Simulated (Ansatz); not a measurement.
A made-up structure of SiH$_{3}$S$_{2}$ (charge -1), singlet:

```tsv
atom	x (Å)	y (Å)	z (Å)
Si1	-0.4639	0.5337	0.8252
S2	-0.2847	-0.4408	-1.2007
S3	1.0099	-0.3516	1.9819
H4	-1.5670	-0.8920	-1.2391
H5	-0.5796	0.7268	-1.8327
H6	2.0911	0.3312	1.5524
```

It is relaxed with PBE-D4/def2-SVPD and then PBE0-D4/def2-TZVPD (Ansatz 0.2.0). Atoms count as bonded within 1.22 times the sum of their covalent radii (H–H: 0.88 Å). The end point is not checked to be a true minimum.

Problem. Does its bonding change? (Judge from chemistry; the calculation decides.)

Solution. By the calculation: No: no bond forms or breaks.

Where it ends: The first stage lowers the energy by 1.00 eV in 17 steps. It ends as SiH₃S₂ ([SH][Si][SH2]), total charge -1:
```xyz
6
angstrom
Si -0.6455 0.4925 1.1156
S -0.4850 -0.3636 -0.9609
S 1.2642 -0.4991 1.7298
H -1.7371 -0.6551 -1.3709
H -0.3456 0.4157 -2.1709
H 2.1548 0.5170 1.7444
```

Labels in which every atom is bracketed show which atoms are joined, not bond orders.

For scale, one of the runs: PBE0-D4/def2-TZVPD relaxation, 162 basis functions, launched by `ansatz run in.yaml --threads 2 --pin off --events-out ev --progress --plain --max-ram 4352MiB`. Hardware: 2 CPU threads of an Intel Xeon Platinum 8488C, shared host. Wall time about 65 s.
